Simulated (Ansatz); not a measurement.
## Abstraction of H: SiH2(NH2)2 + C3H7O → SiH2(NH)(NH2) + C3H8O

Species: SiH2(NH2)2, singlet; C3H7O `[CH2]COC`, doublet; SiH2(NH)(NH2), doublet; C3H8O (methoxyethane) `CCOC`, singlet. A radical takes H: the energy is the difference in strength between the N–H bond broken and the C–H bond made.

Shapes, held fixed at every level: PBE0-D4/def2-TZVP. Flexible molecules stand in one conformer, not always the lowest. Programs: Ansatz 0.2.0. The zero-point and thermal change to 298 K, harmonic and unscaled (PBE0-D4/def2-TZVP), is +2.0 kJ/mol.

| level | kind | ΔH(298 K) (kJ/mol) | less CCSD(T)/CBS estimate |
| --- | --- | --- | --- |
| HF/def2-TZVPP | Hartree–Fock | +18.4 | -20.7 |
| r2SCAN0-D4/def2-TZVPP | global hybrid | +38.0 | -1.1 |
| wB97M-V/def2-TZVPP | range-separated hybrid | +34.8 | -4.3 |
| wB97X-V/def2-TZVPP | range-separated hybrid | +31.7 | -7.4 |
| CCSD(T)/def2-SVP | coupled cluster or CI | +24.9 | -14.2 |
| CCSD/def2-SVP | coupled cluster or CI | +25.6 | -13.5 |
| CCSD/def2-TZVPP | coupled cluster or CI | +32.6 | -6.5 |
| CCSD(T)/CBS estimate | coupled cluster or CI | +39.1 | 0.0 |

The highest level, CCSD(T)/CBS estimate, gives ΔH(298 K) = +39.1 kJ/mol; the levels span +18.4 to +39.1. The column of differences is taken from that level and isn't an error. No measured value is set beside it here. Open shells run unrestricted. The CBS estimate extrapolates MP2 from def2-TZVPP and def2-QZVPP and adds CCSD(T) − MP2 in the triple-zeta set, cores frozen.
